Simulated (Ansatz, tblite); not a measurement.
**The cluster BN2−: removing an electron**

What does removing an electron cost or gain for the cluster BN2−? Each charged state is run at several levels.

The runs use Ansatz 0.2.0, Gaussian basis; as each input shows.

The runs, in order: charge 0 doublet, at the geometry of the singlet (PBE0-D4/def2-TZVPD, PBE-D4/def2-TZVPD, r2SCAN-D4/def2-TZVPD, CCSD(T)/def2-TZVPPD); the starting singlet's energies come from earlier runs.

### Step 1. The relaxed structure

The geometry is that of the singlet, from an earlier relaxation (PBE0-D4/def2-TZVPD). At that level it is the lowest of the isomers that a small search found.

3 atoms, charge -1, spin multiplicity 1.

Atoms are counted from 1 here; the program's logs count them from 0.

Bond lengths: B1–N2 1.490 Å, B1–N3 1.490 Å, N2–N3 1.263 Å. Angles: N2–B1–N3 50.2°, B1–N2–N3 64.9°, B1–N3–N2 64.9°.

The ion is computed in the gas phase, without counter-ions or solvent.

### Step 2. Charge 0 doublet at the fixed geometry, PBE0-D4/def2-TZVPD

File in.yaml:

```yaml
crystal:
  periodic: [false, false, false]
  atoms:
    - {symbol: B, position_ang: [0.897414, 0.064643, 0.011755]}
    - {symbol: N, position_ang: [-0.403090, -0.662031, -0.025569]}
    - {symbol: N, position_ang: [-0.494324, 0.597388, 0.013804]}
basis:
  gaussian: {orbitals: def2-TZVPD}
magnetization: {spin_polarized: true, initial_magnetization: 1}
hamiltonian: {xc: pbe0, dispersion: d4}
output: {orbitals: {seedname: orbitals}}
```

The run is started by

```
$ ansatz run in.yaml --threads 4 --pin off --events-out ev --progress --plain --max-ram 3916MiB
```

Log:

```text
Functional definition: PBE0
  name "PBE0"
  cite "Adamo & Barone, J. Chem. Phys. 110, 6158 (1999) doi:10.1063/1.478522"
  cite "Perdew, Burke & Ernzerhof, Phys. Rev. Lett. 77, 3865 (1996) doi:10.1103/PhysRevLett.77.3865"
  parent pbe
  parameter a = 0.25
  parameter kappa = 0.804
  parameter beta = 0.06672455060314922
  exchange = (1 - a)*pbe_x(kappa = kappa, mu = beta*pi^2/3) + a*exact_x
  correlation = pbe_c(beta = beta)
523 factors; their error is unknown
mean field evaluation 1: about -3645.7758 eV, gradient 2.5e1 eV
mean field evaluation 2: about -3640.5034 eV, gradient 4.2e1 eV
mean field evaluation 4: about -3648.6337 eV, gradient 1.0e0 eV
mean field evaluation 8: about -3648.6462 eV, gradient 3.2e-2 eV
mean field evaluation 16: about -3648.6462 eV, gradient 1.0e-5 eV
mean field -3648.64618721 eV, -134.0852742388 hartree, gradient 1.0e-5 eV, S^2 0.757321; 2 other end points of the search recorded, 0 dependent functions left out
reference -3648.64621621 eV, -134.0852753046 hartree; 10, 9 occupied and 101, 102 virtual orbitals, 523 factors
Total energy: -3648.67695768 eV, -134.0864050327 hartree
```

It took 0.85 s on 4 threads of Arm Neoverse V2, shared host.

From the report: HOMO -7.23 eV, LUMO -3.83 eV (over both spins); ⟨S²⟩ 0.757 (pure: 0.75).

### Step 3. Charge 0 doublet at the fixed geometry, PBE-D4/def2-TZVPD

start.molden holds the orbitals of an earlier run on this state, given as this run's starting guess.

in.yaml: that of step 2 with these lines changed.

```diff
@@ -7,5 +7,6 @@
 basis:
-  gaussian: {orbitals: def2-TZVPD}
+  gaussian: {orbitals: def2-TZVPD, initial_orbitals: start.molden}
 magnetization: {spin_polarized: true, initial_magnetization: 1}
-hamiltonian: {xc: pbe0, dispersion: d4}
+hamiltonian: {xc: pbe, dispersion: d4}
+scf: {omitted_lower_state_checks: [starts]}
 output: {orbitals: {seedname: orbitals}}
```

Launched as before.

Log:

```text
Functional definition: PBE
  name "PBE"
  cite "Perdew, Burke & Ernzerhof, Phys. Rev. Lett. 77, 3865 (1996) doi:10.1103/PhysRevLett.77.3865"
  parent pbe
  parameter kappa = 0.804
  parameter beta = 0.06672455060314922
  exchange = pbe_x(kappa = kappa, mu = beta*pi^2/3)
  correlation = pbe_c(beta = beta)
these checks for a lower state are left out or cut short: starts
523 factors; their error is unknown
mean field evaluation 1: about -3648.6932 eV, gradient 4.8e0 eV
mean field evaluation 2: about -3648.7477 eV, gradient 5.9e-2 eV
mean field evaluation 4: about -3648.7376 eV, gradient 3.6e-4 eV
mean field evaluation 8: about -3648.7376 eV, gradient 1.4e-5 eV
mean field -3648.73763367 eV, -134.0886348341 hartree, gradient 1.6e-5 eV, S^2 0.756437; 0 other end points of the search recorded, 0 dependent functions left out
reference -3648.73767296 eV, -134.0886362781 hartree; 10, 9 occupied and 101, 102 virtual orbitals, 523 factors
Total energy: -3648.77548375 eV, -134.0900257989 hartree
Checks for a lower state left out: starts
```

It took 0.7 s on 4 threads of Arm Neoverse V2, shared host.

From the report: HOMO -5.86 eV, LUMO -4.89 eV (over both spins); ⟨S²⟩ 0.756 (pure: 0.75).

### Step 4. Charge 0 doublet at the fixed geometry, r2SCAN-D4/def2-TZVPD

in.yaml: that of step 3 with these lines changed.

```diff
@@ -9,3 +9,3 @@
 magnetization: {spin_polarized: true, initial_magnetization: 1}
-hamiltonian: {xc: pbe, dispersion: d4}
+hamiltonian: {xc: r2scan, dispersion: d4}
 scf: {omitted_lower_state_checks: [starts]}
```

The command is unchanged.

Log:

```text
Functional definition: r2SCAN
  name "r2SCAN"
  cite "Furness, Kaplan, Ning, Perdew & Sun, J. Phys. Chem. Lett. 11, 8208 (2020) doi:10.1021/acs.jpclett.0c02405"
  cite "Furness, Kaplan, Ning, Perdew & Sun, J. Phys. Chem. Lett. 11, 9248 (2020) doi:10.1021/acs.jpclett.0c03077"
  parent r2scan
  parameter k0 = 0.174
  parameter k1 = 0.065
  parameter a1 = 4.9479
  exchange = r2scan_x(k0 = k0, k1 = k1, a1 = a1)
  correlation = r2scan_c
these checks for a lower state are left out or cut short: starts
523 factors; their error is unknown
mean field evaluation 1: about -3650.9872 eV, gradient 2.7e0 eV
mean field evaluation 2: about -3651.0076 eV, gradient 2.7e-2 eV
mean field evaluation 4: about -3651.0010 eV, gradient 1.9e-4 eV
mean field evaluation 8: about -3651.0010 eV, gradient 1.8e-5 eV
mean field -3651.00100895 eV, -134.1718123416 hartree, gradient 1.8e-5 eV, S^2 0.760014; 0 other end points of the search recorded, 0 dependent functions left out
reference -3651.00102332 eV, -134.1718128698 hartree; 10, 9 occupied and 101, 102 virtual orbitals, 523 factors
Total energy: -3651.00918789 eV, -134.1721129121 hartree
Checks for a lower state left out: starts
```

It took 1.4 s on 4 threads of Arm Neoverse V2, shared host.

HOMO -6.01 eV, LUMO -4.18 eV (over both spins); ⟨S²⟩ 0.760 (pure: 0.75).

### Step 5. Charge 0 doublet at the fixed geometry, CCSD(T)/def2-TZVPPD

File in.yaml:

```yaml
crystal:
  periodic: [false, false, false]
  atoms:
    - {symbol: B, position_ang: [0.897414, 0.064643, 0.011755]}
    - {symbol: N, position_ang: [-0.403090, -0.662031, -0.025569]}
    - {symbol: N, position_ang: [-0.494324, 0.597388, 0.013804]}
basis:
  gaussian: {orbitals: "def2-TZVPPD.json", initial_orbitals: start.molden}
magnetization: {spin_polarized: true, initial_magnetization: 1}
correlation: {method: ccsd_t}
scf: {omitted_lower_state_checks: [starts, cluster_reference]}
output: {orbitals: {seedname: orbitals}}
```

Launched as before.

Log, shortened:

```text
Functional definition: HF
  name "HF"
  cite "Fock, Z. Phys. 61, 126 (1930) doi:10.1007/BF01340294"
  parent pbe
[...]
706 factors; integrals over basis functions are off by at most 1.0e-3 eV
[...]
mean field -3632.62709515 eV, -133.4965834636 hartree, gradient 2.2e-6 eV, S^2 0.767764; 0 other end points of the search recorded, 0 dependent functions left out
3 core orbitals not correlated: weight in the atoms' cores, before any rotation towards them, 1.000 or more for the frozen orbitals, at most 0.000 for the correlated occupied ones
reference -3632.62709515 eV, -133.4965834636 hartree; 7, 6 occupied and 101, 102 virtual orbitals, 706 factors
second order -12.04986918 eV of doubles, -0.00000000 eV of singles
cycle   1  -11.72637827 eV  change    3.2e-1 eV  update   8.9e-2
[...]
cycle  12  -12.21907196 eV  change    7.0e-6 eV  update   5.6e-6
perturbative correction -0.69567155 eV, -0.0255654580 hartree
Total energy: -3645.54183866 eV, -133.9711915338 hartree
Checks for a lower state left out: starts, cluster_reference
```

Run time: 2.6 s. Hardware: 4 threads of Arm Neoverse V2, shared host; peak memory 0.66 GiB.

Report: Hartree-Fock HOMO -10.62 eV, LUMO -0.05 eV (over both spins); ⟨S²⟩ 0.768 (pure: 0.75); T1 0.018.

### Step 6. Vertical ionisation energy

Charged state less starting state, singlet to doublet; the starting state's energies are those of its earlier runs.

Differences are taken before rounding.

```tsv
method	vertical ionisation energy (eV)	from CCSD(T)/def2-TZVPPD (eV)	time
HF/def2-TZVPPD	0.87	-1.10	
PBE-D4/def2-TZVPD	1.89	-0.07	1 s
r2SCAN-D4/def2-TZVPD	1.76	-0.20	2.2 s
PBE0-D4/def2-TZVPD	1.87	-0.09	1.4 s
MP2/def2-TZVPPD	1.87	-0.10	
CCSD/def2-TZVPPD	1.91	-0.05	
CCSD(T)/def2-TZVPPD	1.97	0	3.6 s
```

Times add the two runs; a level without a time comes out of a correlated run.

Beside −ε(HOMO) of the starting state:

```tsv
level	−ε(HOMO) (eV)	by difference (eV)	mismatch (eV)
PBE-D4/def2-TZVPD	-1.15	1.89	-3.04
r2SCAN-D4/def2-TZVPD	-0.99	1.76	-2.75
PBE0-D4/def2-TZVPD	-0.15	1.87	-2.03
```

### Step 7. Results

| quantity | value |
| --- | --- |
| vertical ionisation energy, functionals in def2-TZVPD | 1.76 (r2SCAN-D4) to 1.89 eV (PBE-D4) |
| vertical ionisation energy, CCSD(T)/def2-TZVPPD | 1.97 eV |

What this shows: The vertical ionisation energy spans 1.76 to 1.89 eV over the functionals, beside 1.97 eV from CCSD(T)/def2-TZVPPD. −ε(HOMO) misses the level's own difference by -2.03 eV at best (PBE0-D4) and -3.04 eV at worst (PBE-D4). The reference is CCSD(T) in one finite basis, so it carries an error of its own, often a tenth of an eV or more, and near misses can't be ranked.

The anion's highest level is positive in at least one run, so there the basis alone may hold the extra electron.
